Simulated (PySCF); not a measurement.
Does the answer move with the share of exact exchange?

Compound: NH3.
InChI=1S/H3N/h1H3

PySCF, 6-31G-J basis, density fitting, gas phase, GFN2-xTB geometry. One functional is left out:

```json
{"functional": "B97-D", "exact exchange (%)": "0", "HOMO energy (eV)": "-5.04", "LUMO energy (eV)": "1.62", "dipole moment (D)": "2.105"}
{"functional": "BLYP", "exact exchange (%)": "0", "HOMO energy (eV)": "-4.84", "LUMO energy (eV)": "1.41", "dipole moment (D)": "2.082"}
{"functional": "BP86", "exact exchange (%)": "0", "HOMO energy (eV)": "-5.09", "LUMO energy (eV)": "1.54", "dipole moment (D)": "2.129"}
{"functional": "HCTH407", "exact exchange (%)": "0", "HOMO energy (eV)": "-5.19", "LUMO energy (eV)": "1.27", "dipole moment (D)": "2.098"}
{"functional": "LDA", "exact exchange (%)": "0", "HOMO energy (eV)": "-4.97", "LUMO energy (eV)": "1.43", "dipole moment (D)": "2.205"}
{"functional": "OLYP", "exact exchange (%)": "0", "HOMO energy (eV)": "-4.90", "LUMO energy (eV)": "1.45", "dipole moment (D)": "2.079"}
{"functional": "OPBE", "exact exchange (%)": "0", "HOMO energy (eV)": "-5.05", "LUMO energy (eV)": "1.73", "dipole moment (D)": "2.125"}
{"functional": "PBE", "exact exchange (%)": "0", "HOMO energy (eV)": "-4.96", "LUMO energy (eV)": "1.52", "dipole moment (D)": "2.122"}
{"functional": "PW91", "exact exchange (%)": "0", "HOMO energy (eV)": "-5.01", "LUMO energy (eV)": "1.42", "dipole moment (D)": "2.117"}
{"functional": "revPBE", "exact exchange (%)": "0", "HOMO energy (eV)": "-4.95", "LUMO energy (eV)": "1.57", "dipole moment (D)": "2.101"}
{"functional": "B97-2", "exact exchange (%)": "21", "HOMO energy (eV)": "-6.50", "LUMO energy (eV)": "2.50", "dipole moment (D)": "2.143"}
{"functional": "X3LYP", "exact exchange (%)": "22", "HOMO energy (eV)": "-6.53", "LUMO energy (eV)": "2.14", "dipole moment (D)": "2.123"}
{"functional": "mPW1PW91", "exact exchange (%)": "25", "HOMO energy (eV)": "-6.82", "LUMO energy (eV)": "2.54", "dipole moment (D)": "2.160"}
{"functional": "BHandHLYP", "exact exchange (%)": "50", "HOMO energy (eV)": "-8.47", "LUMO energy (eV)": "3.30", "dipole moment (D)": "2.155"}
```

Q: Predict the row of B3LYP (20 % exact exchange) by straight lines through the other rows, and check it.

A: 
| property | line | computed | computed − line | B97-2 (21 %), for comparison |
| --- | --- | --- | --- | --- |
| HOMO energy (eV) | -6.40 | -6.45 | -0.05 | -6.50 |
| LUMO energy (eV) | 2.25 | 2.07 | -0.18 | 2.50 |
| dipole moment (D) | 2.135 | 2.122 | -0.013 | 2.143 |

Q: Which of these properties follows the share of exact exchange most closely, and which least?

A: Most closely the HOMO energy, least the dipole moment; the correlations over the tabulated rows are HOMO energy -0.997, LUMO energy 0.972, dipole moment 0.413. The HOMO energy moves by -0.701 eV for every 10 %. Functionals with the same share still differ in their other parts: at 0 % BLYP and HCTH407 differ by 0.35 eV in it.
